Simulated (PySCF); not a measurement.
# Core-level binding energies of `FCSCF`

Compound: C2H4F2S.
Numbering: `[F:1][CH2:2][S:3][CH2:4][F:5]`

Structure used (GFN2-xTB), in Å, numbered top down from 1:
```
atom  x, y, z in Å
F1     0.8487    1.4771    0.8174
C2     1.2000    0.2140    0.4518
S3    -0.1975   -0.9344    0.6192
C4    -1.2140   -0.2932   -0.7422
F5    -0.6527   -0.5689   -1.9511
H6     1.9910   -0.1318    1.1197
H7     1.5286    0.2412   -0.5903
H8    -2.1844   -0.7898   -0.6905
H9    -1.3062    0.7919   -0.6505
```

Method: delta-SCF UKS SCAN, pcX-2 on the ionised atom, pcseg-1 elsewhere, spin-free X2C (PySCF 2.14.0). Binding energies are ΔSCF values: E(core-ionised, relaxed orbitals) − E(ground state) at a fixed geometry, referred to the vacuum level.

**Question.** List the computed XPS lines with their assignment.

**Answer.** 
```tsv
atom(s)	bonded to	level	binding energy (eV)	count
C2/C4	F, S and 2 H	C 1s	293.89	2
F1/F5	C	F 1s	692.84	2
S3	2 C	S 1s	2477.61	1
```

**Question.** Give the binding energy of F 1s of F1/F5 in hartree and in kJ/mol.

**Answer.** 692.84 eV = 25.4614 Eh = 66849 kJ/mol.

**Question.** What is the longest wavelength that can ionise F 1s of F1/F5 vertically?

**Answer.** λ = hc/E = 12398.42 eV Å / 692.84 eV = 17.895 Å.

The first atom of each set that the bonding makes equivalent was ionised and stands for the set. Not every level is listed. One conformer (not necessarily the lowest) at the GFN2-xTB geometry, without solvent, vibrations or thermal averaging.
